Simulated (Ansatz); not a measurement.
**How far each method lies from RCCSDTQ for H₂Si–As⁺, triplet**

Geometry: that of the H2Si–As, doublet, kept fixed.

```xyz
4

Si    0.0000    0.0000    1.5272
As    0.0000    0.0000   -0.6362
H     0.0000    1.2259    2.3663
H     0.0000   -1.2259    2.3663
```

Basis cc-pVDZ; Ansatz 0.2.0. Correlated methods freeze the noble-gas cores and the filled d shells of p-block atoms, which leaves 10 electrons in 36 orbitals. R marks a restricted (for open shells ROHF) determinant, U an unrestricted one. Active spaces: valence = (10e, 10o) chosen from the atoms' valence shells. No spin–orbit coupling is included, and no scalar relativity.

Full CI isn't at hand for all of this; RCCSDTQ serves as the reference, and is uncertain by about the last step of the cluster series. The frozen core follows each run's orbitals, which can shift R against U totals by a few meV for light atoms and by up to 0.1 eV past Ca.

For open shells CISD is restricted-active-space CI with the open shells as a complete middle space.

The UHF ⟨S²⟩ is 2.013, the T1 diagnostic (RCCSD) is 0.0205 and the largest doubles amplitude (RCCSD) is 0.044.

| level | E − E(RHF) (eV) |
| --- | --- |
| RMP2 | -4.0048 |
| RCCSD | -4.9427 |
| RCCSD(T) | -5.0792 |

Problem. Estimate how far RCCSDTQ in cc-pVDZ lies from RCCSD(T). The table doesn't fix it; the size of (T) and the diagnostics are the guide.

Solution. RCCSDTQ in cc-pVDZ lies 38 meV below RCCSD(T), which is 28 % of the (T) step (-137 meV). The diagnostics give no warning, yet the rest is a sizeable part of (T).

The other levels:

```
                   level  E − E(RCCSDTQ) (meV)  share of correlation (%)     wall time
                    CISD                   508                     90.08         2.2 s
                 BCCD(T)                    38                     99.26         2.9 s
                  RCCSDT                     8                     99.85             –
               RCCSDT(Q)                     1                     99.98          13 s
  CASSCF (valence space)                  3377                     34.00             –
  NEVPT2 (valence space)                   928                     81.86           8 s
  MRCISD (valence space)                   240                     95.30             –
MRCISD+Q (valence space)                    26                     99.50  9.5 s (H100)
```

The correlation energy at RCCSDTQ, counted from RHF, is -5.118 eV. That run took 46 s on 2 threads of AMD EPYC 7R13 with a shared H100 80 GB, shared host.

Run but not shown, since their state or frozen core can't be matched to the reference's or they repeat it: UHF, UMP2, UCCSD, UCCSD(T), UCCSDT, UCCSDT(Q).

Times hold each run's SCF and search for its determinant on a shared host, so for small cases they say little of a method's own cost; rows without a card ran on 1 thread of AMD EPYC 7R13.

Natural occupations of CASSCF (valence space) about the gap: 1.988 1.981 1.972 1.959 1.000 0.997 0.036 0.026 0.022 0.020; effectively unpaired electrons, Σ n²(2−n)², 2.02.
